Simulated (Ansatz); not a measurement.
**SiH4O (singlet): RPA-PBE over a scan of the distance O1–H3 along a hydrogen transfer, cc-pVDZ**

Aim: run SiH4O (singlet) with these functionals over a scan of the distance O1–H3 along a hydrogen transfer, and hold them against the top wave-function level at the same points.

Computed with Ansatz 0.2.0, Gaussian basis. Level: cc-pVDZ, all electrons in the functionals, frozen cores in the correlation of double hybrids and RPA.

To be run: RPA-PBE, at 0.892 Å; 0.960 Å; 1.054 Å; 1.148 Å; 1.242 Å; 1.336 Å; 1.431 Å; 1.525 Å; 1.619 Å.

6 further runs of the same task are left out: 2 for a mislabelled method, 4 that didn't finish.

**1. The geometry**

The geometry derives from fragments relaxed apart (PBE0/def2-TZVP) and kept rigid, so it is no stationary point. A hydrogen atom is moved between rigid fragments.

6 atoms, charge 0, spin multiplicity 1.

Atoms are counted from 1 here; the program's logs count them from 0.

Bond lengths: O1–H2 0.960 Å, O1–H3 0.960 Å, Si4–H5 1.526 Å, Si4–H6 1.526 Å. Angles: H2–O1–H3 105.1°, H5–Si4–H6 91.2°.

Coordinates:

```
O    -1.9542    0.0172    0.0000
H    -2.2035    0.9438    0.0000
H    -0.9947    0.0172    0.0000
Si    1.1048    0.0172    0.0000
H     1.7170   -0.8571    1.0900
H     1.7170   -0.8571   -1.0900
```

No dispersion term is added.

The geometry shown and the zero of energy belong to the point 0.960 Å. The yardstick, RCCSDT(Q), and other wave-function levels (R restricted, U unrestricted, valence and pair active spaces) come from earlier runs.

**2. RPA-PBE, 0.892 Å**

in.yaml

```yaml
crystal:
  periodic: [false, false, false]
  atoms:
    - {symbol: O, position_ang: [-1.952795, 0.017219, 0.000000]}
    - {symbol: H, position_ang: [-2.202105, 0.943795, 0.000000]}
    - {symbol: H, position_ang: [-1.060795, 0.017219, 0.000000]}
    - {symbol: Si, position_ang: [1.106205, 0.017219, 0.000000]}
    - {symbol: H, position_ang: [1.718385, -0.857065, 1.090012]}
    - {symbol: H, position_ang: [1.718385, -0.857065, -1.090012]}
basis:
  gaussian: {orbitals: cc-pVDZ}
magnetization: {spin_polarized: true, initial_magnetization: 0}
hamiltonian: {xc: {name: PBE}}
correlation: {method: rpa, electrons: outside_noble_gas}
```

Launch:

```console
> ansatz run in.yaml --threads 1 --pin off --events-out ev --progress --plain --max-ram 2393MiB
```

The program printed:

```text
Functional definition: PBE
  name "PBE"
  cite "Perdew, Burke & Ernzerhof, Phys. Rev. Lett. 77, 3865 (1996) doi:10.1103/PhysRevLett.77.3865"
  parent pbe
  parameter kappa = 0.804
  parameter beta = 0.06672455060314922
  exchange = pbe_x(kappa = kappa, mu = beta*pi^2/3)
  correlation = pbe_c(beta = beta)
486 factors; integrals over basis functions are off by at most 1.5e-3 eV
mean field evaluation 1: about -9975.0586 eV, gradient 3.9e1 eV
mean field evaluation 2: about -9975.0539 eV, gradient 3.9e1 eV
mean field evaluation 4: about -9978.1408 eV, gradient 1.8e1 eV
mean field evaluation 8: about -9980.4236 eV, gradient 7.8e-2 eV
mean field evaluation 16: about -9980.4221 eV, gradient 2.3e-5 eV
mean field evaluation 32: about -9980.3985 eV, gradient 3.0e-1 eV
mean field -9980.42212199 eV, -366.7737480099 hartree, gradient 2.3e-6 eV, S^2 0.000000; 2 other end points of the search recorded, 0 dependent functions left out
6 core orbitals not correlated: weight in the atoms' cores, before any rotation towards them, 1.000 or more for the frozen orbitals, at most 0.000 for the correlated occupied ones
reference -9959.68161354 eV, -366.0115483830 hartree; 7, 7 occupied and 39, 39 virtual orbitals, 486 factors
Total energy: -9973.49246172 eV, -366.5190876923 hartree
```

Wall time 2.6 s (1 thread of Arm Neoverse V2, shared host).

From the report: ⟨S²⟩ of the determinant 0.000 (pure singlet: 0.00).

**3. RPA-PBE, 0.960 Å**

in.yaml

```yaml
crystal:
  periodic: [false, false, false]
  atoms:
    - {symbol: O, position_ang: [-1.954210, 0.017219, 0.000000]}
    - {symbol: H, position_ang: [-2.203520, 0.943795, 0.000000]}
    - {symbol: H, position_ang: [-0.994681, 0.017219, 0.000000]}
    - {symbol: Si, position_ang: [1.104790, 0.017219, 0.000000]}
    - {symbol: H, position_ang: [1.716970, -0.857065, 1.090012]}
    - {symbol: H, position_ang: [1.716970, -0.857065, -1.090012]}
basis:
  gaussian: {orbitals: cc-pVDZ}
magnetization: {spin_polarized: true, initial_magnetization: 0}
hamiltonian: {xc: {name: PBE}}
correlation: {method: rpa, electrons: outside_noble_gas}
```

Same command.

The program printed, shortened:

```text
Functional definition: PBE
  name "PBE"
  cite "Perdew, Burke & Ernzerhof, Phys. Rev. Lett. 77, 3865 (1996) doi:10.1103/PhysRevLett.77.3865"
  parent pbe
[...]
487 factors; integrals over basis functions are off by at most 1.4e-3 eV
[...]
mean field -9980.63670409 eV, -366.7816337568 hartree, gradient 2.4e-6 eV, S^2 0.000000; 2 other end points of the search recorded, 0 dependent functions left out
6 core orbitals not correlated: weight in the atoms' cores, before any rotation towards them, 1.000 or more for the frozen orbitals, at most 0.000 for the correlated occupied ones
reference -9959.69074341 eV, -366.0118838993 hartree; 7, 7 occupied and 39, 39 virtual orbitals, 487 factors
Total energy: -9973.65018061 eV, -366.5248837545 hartree
```

Wall time 2.4 s (1 thread of Arm Neoverse V2, shared host).

From the report: ⟨S²⟩ of the determinant 0.000 (pure singlet: 0.00).

**4. RPA-PBE, 1.054 Å**

in.yaml

```yaml
crystal:
  periodic: [false, false, false]
  atoms:
    - {symbol: O, position_ang: [-1.956189, 0.017219, 0.000000]}
    - {symbol: H, position_ang: [-2.205499, 0.943795, 0.000000]}
    - {symbol: H, position_ang: [-0.902189, 0.017219, 0.000000]}
    - {symbol: Si, position_ang: [1.102811, 0.017219, 0.000000]}
    - {symbol: H, position_ang: [1.714991, -0.857065, 1.090012]}
    - {symbol: H, position_ang: [1.714991, -0.857065, -1.090012]}
basis:
  gaussian: {orbitals: cc-pVDZ}
magnetization: {spin_polarized: true, initial_magnetization: 0}
hamiltonian: {xc: {name: PBE}}
correlation: {method: rpa, electrons: outside_noble_gas}
```

Same command.

The program printed, shortened:

```text
Functional definition: PBE
  name "PBE"
  cite "Perdew, Burke & Ernzerhof, Phys. Rev. Lett. 77, 3865 (1996) doi:10.1103/PhysRevLett.77.3865"
  parent pbe
[...]
487 factors; integrals over basis functions are off by at most 1.5e-3 eV
[...]
mean field -9980.57267966 eV, -366.7792809024 hartree, gradient 2.8e-6 eV, S^2 0.000000; 6 other end points of the search recorded, 0 dependent functions left out
6 core orbitals not correlated: weight in the atoms' cores, before any rotation towards them, 1.000 or more for the frozen orbitals, at most 0.000 for the correlated occupied ones
reference -9959.29949384 eV, -365.9975057431 hartree; 7, 7 occupied and 39, 39 virtual orbitals, 487 factors
Total energy: -9973.49379850 eV, -366.5191368178 hartree
```

It took 4.4 s on 1 thread of Arm Neoverse V2, shared host.

From the report: ⟨S²⟩ of the determinant 0.000 (pure singlet: 0.00).

From 0.960 Å: +15.1 kJ/mol.

**5. RPA-PBE, 1.148 Å**

in.yaml

```yaml
crystal:
  periodic: [false, false, false]
  atoms:
    - {symbol: O, position_ang: [-1.958158, 0.017219, 0.000000]}
    - {symbol: H, position_ang: [-2.207468, 0.943795, 0.000000]}
    - {symbol: H, position_ang: [-0.810158, 0.017219, 0.000000]}
    - {symbol: Si, position_ang: [1.100842, 0.017219, 0.000000]}
    - {symbol: H, position_ang: [1.713022, -0.857065, 1.090012]}
    - {symbol: H, position_ang: [1.713022, -0.857065, -1.090012]}
basis:
  gaussian: {orbitals: cc-pVDZ}
magnetization: {spin_polarized: true, initial_magnetization: 0}
hamiltonian: {xc: {name: PBE}}
correlation: {method: rpa, electrons: outside_noble_gas}
```

The command is unchanged.

The program printed, shortened:

```text
Functional definition: PBE
  name "PBE"
  cite "Perdew, Burke & Ernzerhof, Phys. Rev. Lett. 77, 3865 (1996) doi:10.1103/PhysRevLett.77.3865"
  parent pbe
[...]
487 factors; integrals over basis functions are off by at most 1.6e-3 eV
[...]
mean field -9980.30528538 eV, -366.7694543439 hartree, gradient 6.0e-6 eV, S^2 0.000000; 6 other end points of the search recorded, 0 dependent functions left out
6 core orbitals not correlated: weight in the atoms' cores, before any rotation towards them, 1.000 or more for the frozen orbitals, at most 0.000 for the correlated occupied ones
reference -9958.67202939 eV, -365.9744468496 hartree; 7, 7 occupied and 39, 39 virtual orbitals, 487 factors
Total energy: -9973.13735963 eV, -366.5060379309 hartree
```

Wall time 4.8 s (1 thread of Arm Neoverse V2, shared host).

From the report: ⟨S²⟩ of the determinant 0.000 (pure singlet: 0.00).

From 0.960 Å: +49.5 kJ/mol.

**6. RPA-PBE, 1.242 Å**

in.yaml

```yaml
crystal:
  periodic: [false, false, false]
  atoms:
    - {symbol: O, position_ang: [-1.960127, 0.017219, 0.000000]}
    - {symbol: H, position_ang: [-2.209437, 0.943795, 0.000000]}
    - {symbol: H, position_ang: [-0.718127, 0.017219, 0.000000]}
    - {symbol: Si, position_ang: [1.098873, 0.017219, 0.000000]}
    - {symbol: H, position_ang: [1.711053, -0.857065, 1.090012]}
    - {symbol: H, position_ang: [1.711053, -0.857065, -1.090012]}
basis:
  gaussian: {orbitals: cc-pVDZ}
magnetization: {spin_polarized: true, initial_magnetization: 0}
hamiltonian: {xc: {name: PBE}}
correlation: {method: rpa, electrons: outside_noble_gas}
```

The command is unchanged.

The program printed, shortened:

```text
Functional definition: PBE
  name "PBE"
  cite "Perdew, Burke & Ernzerhof, Phys. Rev. Lett. 77, 3865 (1996) doi:10.1103/PhysRevLett.77.3865"
  parent pbe
[...]
488 factors; integrals over basis functions are off by at most 1.5e-3 eV
[...]
mean field -9979.97221471 eV, -366.7572142225 hartree, gradient 2.7e-6 eV, S^2 0.000000; 12 other end points of the search recorded, 0 dependent functions left out
6 core orbitals not correlated: weight in the atoms' cores, before any rotation towards them, 1.000 or more for the frozen orbitals, at most 0.000 for the correlated occupied ones
reference -9957.96567400 eV, -365.9484887680 hartree; 7, 7 occupied and 39, 39 virtual orbitals, 488 factors
Total energy: -9972.74093592 eV, -366.4914696286 hartree
```

It took 10 s on 1 thread of Arm Neoverse V2, shared host.

From the report: ⟨S²⟩ of the determinant 0.000 (pure singlet: 0.00).

From 0.960 Å: +87.7 kJ/mol.

**7. RPA-PBE, 1.336 Å**

in.yaml

```yaml
crystal:
  periodic: [false, false, false]
  atoms:
    - {symbol: O, position_ang: [-1.962096, 0.017219, 0.000000]}
    - {symbol: H, position_ang: [-2.211406, 0.943795, 0.000000]}
    - {symbol: H, position_ang: [-0.626096, 0.017219, 0.000000]}
    - {symbol: Si, position_ang: [1.096904, 0.017219, 0.000000]}
    - {symbol: H, position_ang: [1.709084, -0.857065, 1.090012]}
    - {symbol: H, position_ang: [1.709084, -0.857065, -1.090012]}
basis:
  gaussian: {orbitals: cc-pVDZ}
magnetization: {spin_polarized: true, initial_magnetization: 0}
hamiltonian: {xc: {name: PBE}}
correlation: {method: rpa, electrons: outside_noble_gas}
```

The command is unchanged.

The program printed, shortened:

```text
Functional definition: PBE
  name "PBE"
  cite "Perdew, Burke & Ernzerhof, Phys. Rev. Lett. 77, 3865 (1996) doi:10.1103/PhysRevLett.77.3865"
  parent pbe
[...]
486 factors; integrals over basis functions are off by at most 1.5e-3 eV
[...]
mean field -9979.64496113 eV, -366.7451878753 hartree, gradient 5.2e-6 eV, S^2 0.134103; 12 other end points of the search recorded, 0 dependent functions left out
6 core orbitals not correlated: weight in the atoms' cores, before any rotation towards them, 1.000 or more for the frozen orbitals, at most 0.000 for the correlated occupied ones
reference -9957.47020810 eV, -365.9302807318 hartree; 7, 7 occupied and 39, 39 virtual orbitals, 486 factors
Total energy: -9972.35277571 eV, -366.4772050037 hartree
```

Wall time 10 s (1 thread of Arm Neoverse V2, shared host).

From the report: ⟨S²⟩ of the determinant 0.134 (pure singlet: 0.00).

From 0.960 Å: +125.2 kJ/mol.

**8. RPA-PBE, 1.431 Å**

in.yaml

```yaml
crystal:
  periodic: [false, false, false]
  atoms:
    - {symbol: O, position_ang: [-1.964086, 0.017219, 0.000000]}
    - {symbol: H, position_ang: [-2.213396, 0.943795, 0.000000]}
    - {symbol: H, position_ang: [-0.533086, 0.017219, 0.000000]}
    - {symbol: Si, position_ang: [1.094914, 0.017219, 0.000000]}
    - {symbol: H, position_ang: [1.707094, -0.857065, 1.090012]}
    - {symbol: H, position_ang: [1.707094, -0.857065, -1.090012]}
basis:
  gaussian: {orbitals: cc-pVDZ}
magnetization: {spin_polarized: true, initial_magnetization: 0}
hamiltonian: {xc: {name: PBE}}
correlation: {method: rpa, electrons: outside_noble_gas}
```

Same command.

The program printed, shortened:

```text
Functional definition: PBE
  name "PBE"
  cite "Perdew, Burke & Ernzerhof, Phys. Rev. Lett. 77, 3865 (1996) doi:10.1103/PhysRevLett.77.3865"
  parent pbe
[...]
484 factors; integrals over basis functions are off by at most 1.5e-3 eV
[...]
mean field -9979.36832426 eV, -366.7350216576 hartree, gradient 1.9e-6 eV, S^2 0.364479; 11 other end points of the search recorded, 0 dependent functions left out
6 core orbitals not correlated: weight in the atoms' cores, before any rotation towards them, 1.000 or more for the frozen orbitals, at most 0.000 for the correlated occupied ones
reference -9957.37762334 eV, -365.9268783047 hartree; 7, 7 occupied and 39, 39 virtual orbitals, 484 factors
Total energy: -9972.05123302 eV, -366.4661235145 hartree
```

Run time: 9 s. Hardware: 1 thread of Arm Neoverse V2, shared host.

From the report: ⟨S²⟩ of the determinant 0.364 (pure singlet: 0.00).

From 0.960 Å: +154.3 kJ/mol.

**9. RPA-PBE, 1.525 Å**

in.yaml

```yaml
crystal:
  periodic: [false, false, false]
  atoms:
    - {symbol: O, position_ang: [-1.966055, 0.017219, 0.000000]}
    - {symbol: H, position_ang: [-2.215365, 0.943795, 0.000000]}
    - {symbol: H, position_ang: [-0.441055, 0.017219, 0.000000]}
    - {symbol: Si, position_ang: [1.092945, 0.017219, 0.000000]}
    - {symbol: H, position_ang: [1.705125, -0.857065, 1.090012]}
    - {symbol: H, position_ang: [1.705125, -0.857065, -1.090012]}
basis:
  gaussian: {orbitals: cc-pVDZ}
magnetization: {spin_polarized: true, initial_magnetization: 0}
hamiltonian: {xc: {name: PBE}}
correlation: {method: rpa, electrons: outside_noble_gas}
```

The command is unchanged.

The program printed, shortened:

```text
Functional definition: PBE
  name "PBE"
  cite "Perdew, Burke & Ernzerhof, Phys. Rev. Lett. 77, 3865 (1996) doi:10.1103/PhysRevLett.77.3865"
  parent pbe
[...]
484 factors; integrals over basis functions are off by at most 1.5e-3 eV
[...]
mean field -9979.13511183 eV, -366.7264512589 hartree, gradient 5.9e-6 eV, S^2 0.543402; 13 other end points of the search recorded, 0 dependent functions left out
6 core orbitals not correlated: weight in the atoms' cores, before any rotation towards them, 1.000 or more for the frozen orbitals, at most 0.000 for the correlated occupied ones
reference -9957.48581138 eV, -365.9308541421 hartree; 7, 7 occupied and 39, 39 virtual orbitals, 484 factors
Total energy: -9971.85900376 eV, -366.4590592193 hartree
```

It took 12 s on 1 thread of Arm Neoverse V2, shared host.

From the report: ⟨S²⟩ of the determinant 0.543 (pure singlet: 0.00). The determinant is far from a pure spin state, so its energy mixes those of several spin states (harmless only where they are near-degenerate, as at dissociation).

From 0.960 Å: +172.8 kJ/mol.

**10. RPA-PBE, 1.619 Å**

in.yaml

```yaml
crystal:
  periodic: [false, false, false]
  atoms:
    - {symbol: O, position_ang: [-1.968025, 0.017219, 0.000000]}
    - {symbol: H, position_ang: [-2.217334, 0.943795, 0.000000]}
    - {symbol: H, position_ang: [-0.349025, 0.017219, 0.000000]}
    - {symbol: Si, position_ang: [1.090975, 0.017219, 0.000000]}
    - {symbol: H, position_ang: [1.703156, -0.857065, 1.090012]}
    - {symbol: H, position_ang: [1.703156, -0.857065, -1.090012]}
basis:
  gaussian: {orbitals: cc-pVDZ}
magnetization: {spin_polarized: true, initial_magnetization: 0}
hamiltonian: {xc: {name: PBE}}
correlation: {method: rpa, electrons: outside_noble_gas}
```

The command is unchanged.

The program printed, shortened:

```text
Functional definition: PBE
  name "PBE"
  cite "Perdew, Burke & Ernzerhof, Phys. Rev. Lett. 77, 3865 (1996) doi:10.1103/PhysRevLett.77.3865"
  parent pbe
[...]
483 factors; integrals over basis functions are off by at most 1.5e-3 eV
[...]
mean field -9978.87793289 eV, -366.7170001074 hartree, gradient 1.4e-6 eV, S^2 0.665852; 13 other end points of the search recorded, 0 dependent functions left out
6 core orbitals not correlated: weight in the atoms' cores, before any rotation towards them, 1.000 or more for the frozen orbitals, at most 0.000 for the correlated occupied ones
reference -9957.59889705 eV, -365.9350099637 hartree; 7, 7 occupied and 39, 39 virtual orbitals, 483 factors
Total energy: -9971.68071661 eV, -366.4525072874 hartree
```

Run time: 11 s. Hardware: 1 thread of Arm Neoverse V2, shared host.

From the report: ⟨S²⟩ of the determinant 0.666 (pure singlet: 0.00). The determinant is far from a pure spin state, so its energy mixes those of several spin states (harmless only where they are near-degenerate, as at dissociation).

From 0.960 Å: +190.0 kJ/mol.

**11. Against the wave-function levels**

The yardstick is RCCSDT(Q), where the cluster series has nearly closed. It comes from earlier runs at the same points. Energies in kJ/mol, counted from 0.960 Å; blanks weren't run or aren't comparable.

```csv
level,0.892 Å,0.960 Å,1.054 Å,1.148 Å,1.242 Å,1.336 Å,1.431 Å,1.525 Å,1.619 Å
RCCSDT(Q),13.7,0.0,17.9,56.3,99.3,136.4,,,
RPA-PBE,15.2,0.0,15.1,49.5,87.7,125.2,154.3,172.8,190.0
```

Largest miss and mean time a point (RCCSDT(Q) took 18 s a point; shared hosts):

```csv
level,largest miss (kJ/mol),where,time a point
RPA-PBE,-11.5,1.242 Å,7.3 s
```

**12. What came out**

| quantity | value |
| --- | --- |
| span of the RCCSDT(Q) curve (points where it is known) | 136.4 kJ/mol |
| largest miss, RPA-PBE | -11.5 kJ/mol (1.242 Å) |

What this shows: Misses are known at 5 of 8 points at best, and only functionals with that many are ranked. RPA-PBE strays by up to 11.5 kJ/mol, at 1.242 Å. RPA-PBE clearly breaks the spin symmetry at some points (⟨S²⟩ up to 0.67 above the pure value), so energy there is bought with a mixed spin. Functionals and the yardstick converge differently with the basis, so part of each miss in cc-pVDZ is the basis. The program flags that the yardstick's amplitudes may have other solutions at some points.
